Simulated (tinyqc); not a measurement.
ROHF in the sto-3g basis, for NH, spin multiplicity 3, step by step. One step of it, computed by the program tinyqc.

Question. Iteration 1: building the Fock matrix. J_ij = sum D_kl (ij|kl) with D = D(alpha) + D(beta), K_ij = sum D_kl (ik|jl) for each spin; F = H + J - K(s); E = tr D H + tr D J / 2 - 0.5 sum_s tr D(s) K(s) + E_nn.

D(alpha) at the start, lower triangle:
```
,1N 1s,1N 2s,1N 2px,1N 2py,1N 2pz,2H 1s
1N 1s,0.981777
1N 2s,-0.402656,0.835605
1N 2px,-0.000584,-0.001090,0.999996
1N 2py,-0.143258,-0.267590,-0.001071,0.736990
1N 2pz,-0.159623,-0.231016,-0.001131,-0.277546,0.760537
2H 1s,0.024450,-0.259037,-0.000104,-0.025490,-0.269351,1.097853
```

D(beta) at the start, lower triangle:
```
,1N 1s,1N 2s,1N 2px,1N 2py,1N 2pz,2H 1s
1N 1s,0.614680
1N 2s,-0.628718,0.692255
1N 2px,0.054889,-0.022692,0.240135
1N 2py,0.004525,-0.172429,0.032584,0.673326
1N 2pz,0.121164,-0.073503,-0.251071,-0.375123,0.488467
2H 1s,0.210505,-0.112391,0.403978,-0.132591,-0.292316,0.754986
```

core Hamiltonian H = T + V (hartree), lower triangle:
```
,1N 1s,1N 2s,1N 2px,1N 2py,1N 2pz,2H 1s
1N 1s,-24.523892
1N 2s,-5.638615,-6.585874
1N 2px,0.000000,0.000000,-5.224709
1N 2py,0.000000,0.000000,0.000000,-5.224709
1N 2pz,-0.006259,-0.079526,0.000000,0.000000,-5.265968
2H 1s,-0.362246,-1.032510,0.000000,0.000000,-0.943742,-2.761605
```

Two-electron integrals (ij|kl) in chemists' order, unique and non-zero (hartree):
```
i,j,k,l,(ij|kl)
1,1,1,1,4.166630
2,1,1,1,0.640849
2,1,2,1,0.117461
2,2,1,1,0.969864
2,2,2,1,0.220936
2,2,2,2,0.708245
3,1,3,1,0.020960
3,2,3,1,0.032452
3,2,3,2,0.156449
3,3,1,1,0.967124
3,3,2,1,0.220977
3,3,2,2,0.708086
3,3,3,3,0.762805
4,1,4,1,0.020960
4,2,4,1,0.032452
4,2,4,2,0.156449
4,3,4,3,0.041119
4,4,1,1,0.967124
4,4,2,1,0.220977
4,4,2,2,0.708086
4,4,3,3,0.680568
4,4,4,4,0.762805
5,1,5,1,0.020960
5,2,5,1,0.032452
5,2,5,2,0.156449
5,3,5,3,0.041119
5,4,5,4,0.041119
5,5,1,1,0.967124
5,5,2,1,0.220977
5,5,2,2,0.708086
5,5,3,3,0.680568
5,5,4,4,0.680568
5,5,5,5,0.762805
6,1,1,1,0.041166
6,1,2,1,0.007492
6,1,2,2,0.014041
6,1,3,3,0.014014
6,1,4,4,0.014014
6,1,5,1,0.000360
6,1,5,2,0.000687
6,1,5,5,0.014098
6,1,6,1,0.000485
6,2,1,1,0.128715
6,2,2,1,0.029810
6,2,2,2,0.109638
6,2,3,3,0.107284
6,2,4,4,0.107284
6,2,5,1,0.002429
6,2,5,2,0.020791
6,2,5,5,0.114231
6,2,6,1,0.001953
6,2,6,2,0.024608
6,3,3,1,0.002655
6,3,3,2,0.016596
6,3,5,3,0.003905
6,3,6,3,0.002788
6,4,4,1,0.002655
6,4,4,2,0.016596
6,4,5,4,0.003905
6,4,6,4,0.002788
6,5,1,1,0.116019
6,5,2,1,0.027159
6,5,2,2,0.106376
6,5,3,3,0.101732
6,5,4,4,0.101732
6,5,5,1,0.004447
6,5,5,2,0.034333
6,5,5,5,0.115540
6,5,6,1,0.001831
6,5,6,2,0.028638
6,5,6,5,0.035614
6,6,1,1,0.327812
6,6,2,1,0.077018
6,6,2,2,0.324881
6,6,3,3,0.313263
6,6,4,4,0.313263
6,6,5,1,0.006109
6,6,5,2,0.074373
6,6,5,5,0.347812
6,6,6,1,0.005048
6,6,6,2,0.103787
6,6,6,5,0.135582
6,6,6,6,0.774606
```

nuclear repulsion = 2.30077048 hartree

Give: Coulomb J; exchange K(alpha); exchange K(beta); F(alpha); F(beta); total energy of this density.

Answer.

Coulomb J (hartree), lower triangle:
```
,1N 1s,1N 2s,1N 2px,1N 2py,1N 2pz,2H 1s
1N 1s,10.9838
1N 2s,2.0736,5.3435
1N 2px,0.0029,0.0095,5.3189
1N 2py,-0.0352,-0.1519,0.0026,5.3329
1N 2pz,-0.0167,-0.0137,-0.0176,-0.0549,5.3630
2H 1s,0.1321,0.8685,-0.0002,-0.0213,0.8752,3.2880
```

exchange K(alpha) (hartree), lower triangle:
```
,1N 1s,1N 2s,1N 2px,1N 2py,1N 2pz,2H 1s
1N 1s,3.7236
1N 2s,0.4503,0.8804
1N 2px,-0.0009,-0.0011,0.9420
1N 2py,-0.2098,-0.2708,-0.0008,0.7522
1N 2pz,-0.2236,-0.2810,-0.0008,-0.2030,0.7360
2H 1s,-0.0160,0.1000,-0.0003,-0.0729,0.0929,0.7614
```

exchange K(beta) (hartree), lower triangle:
```
,1N 1s,1N 2s,1N 2px,1N 2py,1N 2pz,2H 1s
1N 1s,1.8818
1N 2s,-0.0670,0.4983
1N 2px,0.0552,0.0443,0.3085
1N 2py,-0.0414,-0.1643,0.0235,0.6212
1N 2pz,0.1184,-0.0627,-0.1385,-0.2847,0.4440
2H 1s,0.0385,0.1045,0.0993,-0.1028,0.0444,0.5154
```

F(alpha) (hartree), lower triangle:
```
,1N 1s,1N 2s,1N 2px,1N 2py,1N 2pz,2H 1s
1N 1s,-17.2637
1N 2s,-4.0153,-2.1228
1N 2px,0.0037,0.0106,-0.8479
1N 2py,0.1746,0.1189,0.0034,-0.6441
1N 2pz,0.2007,0.1878,-0.0168,0.1481,-0.6390
2H 1s,-0.2142,-0.2641,0.0001,0.0516,-0.1615,-0.2351
```

F(beta) (hartree), lower triangle:
```
,1N 1s,1N 2s,1N 2px,1N 2py,1N 2pz,2H 1s
1N 1s,-15.4219
1N 2s,-3.4980,-1.7407
1N 2px,-0.0523,-0.0348,-0.2144
1N 2py,0.0062,0.0124,-0.0209,-0.5130
1N 2pz,-0.1414,-0.0305,0.1209,0.2298,-0.3470
2H 1s,-0.2687,-0.2685,-0.0995,0.0815,-0.1129,0.0110
```

total energy of this density = -40.857312 hartree
